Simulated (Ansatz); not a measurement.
Bulk modulus of GeS (Pnma, No. 62) at several levels of theory

No measured value is used here.

**Question.** Put these levels in order of the bulk modulus that they give for GeS (Pnma, No. 62), smallest first: LDA (Ansatz, a first-principles code), PBE (Ansatz), PBEsol (Ansatz).

**Answer.** PBE (15.8 GPa), PBEsol (36.2 GPa), LDA (42.9 GPa)

Unless a cell is named, each level is at its own relaxed cell (LDA 18.96, PBE 22.03, PBEsol 19.57 Å³/atom).

Each level is taken at its own relaxed cell. Ansatz's density-functional and Hartree–Fock values are scalar-relativistic unless marked +SOC, with PAW data made under PBE.
